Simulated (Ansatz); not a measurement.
Correlation energies of `N#CC(F)(F)F` by basis set

```json
{"atom": "N1", "x (Å)": "-0.5915", "y (Å)": "-0.9310", "z (Å)": "-1.8700"}
{"atom": "C2", "x (Å)": "-0.2792", "y (Å)": "-0.4395", "z (Å)": "-0.8828"}
{"atom": "C3", "x (Å)": "0.1244", "y (Å)": "0.1958", "z (Å)": "0.3932"}
{"atom": "F4", "x (Å)": "0.0716", "y (Å)": "-0.6883", "z (Å)": "1.3802"}
{"atom": "F5", "x (Å)": "-0.6887", "y (Å)": "1.2037", "z (Å)": "0.6786"}
{"atom": "F6", "x (Å)": "1.3634", "y (Å)": "0.6594", "z (Å)": "0.3007"}
```

The species carries charge 0 and has multiplicity 1. The structure was optimised at the PBE0-D4/def2-TZVP level. Frozen core, restricted reference, Ansatz 0.2.0. CBS rows extrapolate triple and quadruple zeta; past MP2 they add the triple-zeta difference.

```tsv
basis	HF (Eh)	MP2 corr.
def2-SVP	-428.13429	-0.95273
def2-TZVPP	-428.66276	-1.22775
def2-QZVPP	-428.68056	-1.33209
```

**Question.** Estimate the CCSD correlation energy and the (T) correction in each basis where they were run (hartree).

**Answer.** 
| basis | CCSD corr. | (T) |
| --- | --- | --- |
| def2-SVP | -0.96433 | -0.02631 |
| def2-TZVPP | -1.22824 | -0.04724 |
| CBS(def2) | -1.40987 | as TZ |
